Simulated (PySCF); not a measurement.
Atom-mapped SMILES (the numbers label the heavy atoms): `[O:1]=[C:2]([F:3])[CH:4]1[CH2:5][CH2:6]1`. Each H is labelled by its parent atom. Ha(C5), Ha(C6) are cis to C2 on the ring; Hb(C5), Hb(C6) are trans to C2 on the ring.

Geometry: PBE0-D3(BJ)/def2-SVP; GIAO shifts from PySCF 2.14.0 with density-fitted response routines, gas phase, non-relativistic, averaged over equivalent atoms.

At wB97X-D/pcSseg-2 (286 basis functions, 46 s wall time on 1 thread of an Arm Neoverse V1, shared host):
| atoms | δ (ppm) |
| --- | --- |
| O1 | 398.4 |
| C2 | 179.7 |
| C5/C6 | 13.7 |
| C4 | 13.4 |
| F3 | 57.1 |
| H(C4) | 1.50 |
| Ha(C5)/Ha(C6) | 1.21 |
| Hb(C5)/Hb(C6) | 1.01 |

Referencing at the same level of theory: H2O for 17O (326.83 ppm); 13C (184.42 ppm) and 1H (31.36 ppm) vs TMS; CFCl3 for 19F (186.42 ppm).

Predict the values at CAM-B3LYP/pcSseg-2 on the same geometry.

Results:


```json
{"atoms": "O1", "δ at CAM-B3LYP/pcSseg-2": "401.9", "change": "+3.5"}
{"atoms": "C2", "δ at CAM-B3LYP/pcSseg-2": "181.8", "change": "+2.1"}
{"atoms": "C5/C6", "δ at CAM-B3LYP/pcSseg-2": "13.0", "change": "-0.7"}
{"atoms": "C4", "δ at CAM-B3LYP/pcSseg-2": "12.5", "change": "-0.9"}
{"atoms": "F3", "δ at CAM-B3LYP/pcSseg-2": "56.5", "change": "-0.6"}
{"atoms": "H(C4)", "δ at CAM-B3LYP/pcSseg-2": "1.54", "change": "+0.04"}
{"atoms": "Ha(C5)/Ha(C6)", "δ at CAM-B3LYP/pcSseg-2": "1.21", "change": "+0.00"}
{"atoms": "Hb(C5)/Hb(C6)", "δ at CAM-B3LYP/pcSseg-2": "1.03", "change": "+0.02"}
```

δ = σ(ref) − σ, references computed at the same level: 17O (σ = 329.76 ppm) against H2O; 13C (σ = 182.55 ppm), 1H (σ = 31.34 ppm) vs TMS; CFCl3 for 19F (σ = 186.01 ppm).

The largest change is at O1 (carbonyl oxygen). Cost: 286 basis functions, 48 s wall time on 1 thread of an Arm Neoverse V1, shared host. The order of the carbon signals is the same at both levels.

Unscaled 19F shifts against computed CFCl3 carry errors that often reach 10 to 50 ppm. Unscaled 17O shifts of doubly bonded oxygen tend to come out too high, by tens of ppm or more. Experimental scales use liquid or dissolved standards, which lie at an offset from isolated H2O (liquid H2O: subtract about 36 ppm).
